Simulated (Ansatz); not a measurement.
System: fluorite CdF2. Method: PBE0 (plane waves, PAW; Ansatz, a program for electronic structure).

Numerical settings: plane-wave cutoff 520 eV, 8×8×8 k mesh, scalar-relativistic PAW data made under PBE.

Computed at the level's own relaxed cell.

**Question.** Estimate the Young modulus, elastic constant C11, elastic constant C12 and elastic constant C44 that the calculation returns.

**Answer.** 
Young modulus: 86.1 GPa
elastic constant C11: 183 GPa
elastic constant C12: 65.9 GPa
elastic constant C44: 20.4 GPa

Elastic constants are with the ions relaxed.

Computed values are for the static lattice.

Cost on a shared machine: about 50 core-minutes (a rough figure).
